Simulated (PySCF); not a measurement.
# First hyperpolarisability: `C(C=C)[C@@H](C)O`, C₅H₁₀O

Cartesian coordinates in Å; atom numbers follow the order of the lines, from 1:
```xyz
16

C     2.1638    0.8598   -0.4132
C     1.2529    0.4065   -1.2796
C     0.3882   -0.7938   -1.0649
C    -1.0349   -0.3903   -0.6491
C    -1.9264   -1.5933   -0.4259
O    -1.0123    0.3485    0.5437
H     2.3831    0.3188    0.5135
H     2.7372    1.7704   -0.6067
H     1.0677    0.9809   -2.1968
H     0.8103   -1.4325   -0.2714
H     0.3337   -1.3952   -1.9875
H    -1.4682    0.2186   -1.4729
H    -2.9298   -1.2668   -0.1177
H    -1.5136   -2.2261    0.3747
H    -2.0189   -2.1953   -1.3417
H    -0.3100    1.0064    0.4608
```

Computed with quadratic response CAM-B3LYP/def2-TZVPD first hyperpolarisability, Taylor convention, gas phase in PySCF 2.14.0. Geometry: PBE0-D3(BJ)/def2-SVP.

Problem. Give β for the processes computed.

Solution. In au, Taylor convention; the vector part is βᵢ = ⅓ Σⱼ (βᵢⱼⱼ + βⱼᵢⱼ + βⱼⱼᵢ); β∥ is 3/5 of the vector part along the dipole, the dipole points from − to +:
```csv
process,λ (nm),β vector norm,β∥,β HRS,depolarisation ratio
"static β(0;0,0)",∞,74.0,-39.4,34.5,3.62
"second harmonic β(−2ω;ω,ω)",1907,77.3,-40.8,36.0,3.65
"Pockels β(−ω;ω,0)",1907,75.0,-39.9,–,–
"second harmonic β(−2ω;ω,ω)",1064,85.7,-44.4,39.7,3.73
"Pockels β(−ω;ω,0)",1064,77.5,-40.9,–,–
```

Problem. Which lowest excitations, dipole and polarisabilities go with it?

Solution. S1 6.95 eV (f = 0.174); S2 6.97 eV (f = 0.054); S3 7.33 eV (f = 0.044); dipole 1.70 D; isotropic α 69.4 au static, 69.5 au at 1907 nm, 70.0 au at 1064 nm, 70.1 au at 953.5 nm, 71.8 au at 532 nm.
